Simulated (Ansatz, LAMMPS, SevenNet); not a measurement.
# How well does each level of theory give the elastic constant C11 of wurtzite CdS?

Reference value: 83.1 GPa (measured, temperature not stated, not corrected to a static lattice; as tabulated in Oses et al. (2018), arXiv:1811.08464).

Question: What do ionic model fan2014, SevenNet-0, PBE, r²SCAN, Hartree–Fock give, and how far is each from the reference?

Answer: 
| level (code) | value (GPa) | cell (Å³/atom) | difference (%) |
|---|---|---|---|
| ionic model fan2014 (rigid ions, LAMMPS) | 85.4 | 24.49 | +2.8 |
| SevenNet-0 (SevenNet) | 70.0 | 26.27 | -15.8 |
| PBE (Ansatz) | 77.8 | 26.03 | -6.4 |
| r²SCAN (Ansatz) | 84.2 | 25.40 | +1.3 |
| Hartree–Fock (Ansatz) | 85.3 | 27.52 | +2.6 |

Leaving aside ionic model fan2014, which can be fitted to such values or carry a doubt: The reference's temperature isn't stated, so close values are not ranked against it.

The measured value isn't corrected to a static lattice, so vibrations enter the comparison. A static lattice is as a rule stiffer than a warm one, by over a tenth in soft solids.  Each level is taken at its own relaxed cell. Cutoffs and k meshes differ between the levels. Ansatz's density-functional and Hartree–Fock values are scalar-relativistic unless marked +SOC, with PAW data made under PBE.

Empirical potentials (ionic model fan2014) are fitted to chosen data, which need not cover the solid at hand: agreement can be built in, and what lay outside the fit can be far off. Machine-learned potentials (SevenNet-0) are trained on DFT data, which may include these solids.

Differences are worked out from the printed values.

Ansatz is a program for electronic structure.
